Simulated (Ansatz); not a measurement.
# SiBH7 (built from SMILES B[SiH3].[H][H]): single points off equilibrium

The task here is to estimate one member of a computed series from the others.

Program: Ansatz 0.2.0, Gaussian basis. Level of theory: single points in def2-TZVPP. These are calculated values, not measurements.

Correlated methods freeze the cores.

## The system as given

9 atoms, charge 0, spin multiplicity 1.

Atoms are counted from 1 here; the program's logs count them from 0.

Bond lengths: B1–H3 1.147 Å, B1–H4 1.129 Å, B1–H5 1.257 Å, Si2–H7 1.430 Å, Si2–H8 1.472 Å, Si2–H9 1.422 Å. Angles: H3–B1–H4 124.1°, H3–B1–H5 116.0°, H4–B1–H5 116.5°, H7–Si2–H8 106.2°, H7–Si2–H9 106.9°, H8–Si2–H9 106.5°.

Geometry (Å):

```
B    -1.0037    0.1355   -0.5606
Si    0.8588   -0.5177    0.4676
H    -1.9340   -0.0533    0.0841
H    -0.9554   -0.0545   -1.6725
H    -0.1635    0.9457   -0.0929
H    -0.7441    1.5880   -0.4316
H     2.0518   -0.0491   -0.1670
H     0.9403   -0.0815    1.8711
H     0.9300   -1.9381    0.4825
```

The first run:

Contents of run/in.yaml:

```yaml
crystal:
  periodic: [false, false, false]
  atoms:
    - {symbol: B, position_ang: [-1.003700, 0.135500, -0.560600]}
    - {symbol: Si, position_ang: [0.858800, -0.517700, 0.467600]}
    - {symbol: H, position_ang: [-1.934000, -0.053300, 0.084100]}
    - {symbol: H, position_ang: [-0.955400, -0.054500, -1.672500]}
    - {symbol: H, position_ang: [-0.163500, 0.945700, -0.092900]}
    - {symbol: H, position_ang: [-0.744100, 1.588000, -0.431600]}
    - {symbol: H, position_ang: [2.051800, -0.049100, -0.167000]}
    - {symbol: H, position_ang: [0.940300, -0.081500, 1.871100]}
    - {symbol: H, position_ang: [0.930000, -1.938100, 0.482500]}
basis:
  gaussian: {orbitals: def2-TZVPP}
correlation: {method: ccsd_t}
output: {forces: true}
```

No record of the launch command was kept for these runs.

Among the steps run: CCSD(T)/def2-TZVPP; PBE0-D4/def2-TZVPP; wB97M-V/def2-TZVPP; r2SCAN-D4/def2-TZVPP; PBE-D4/def2-TZVPP; LC-wPBE/def2-TZVPP; CAM-B3LYP-D4/def2-TZVPP.

One table of the session follows, with a row left open; its other results are not shown here.

```
      method  RMS force component (eV/Å)  angle to CCSD(T) forces (°)  dipole (D)
     CCSD(T)                       0.787                    reference        0.99
     PBE0-D4                       0.823                          4.6        0.99
     wB97M-V                       0.765                          3.4        0.99
   r2SCAN-D4                       0.802                          5.2        0.97
      PBE-D4                           ?                            ?           ?
     LC-wPBE                       0.861                          4.6        1.06
CAM-B3LYP-D4                       0.765                          3.4        0.99
```

Q: Estimate the row for PBE-D4 from the others.

As computed: RMS force component (eV/Å): 0.854; angle to CCSD(T) forces (°): 9.5; dipole (D): 0.97. In the column «RMS force component (eV/Å)» it lies between PBE0-D4 (0.823) and LC-wPBE (0.861).
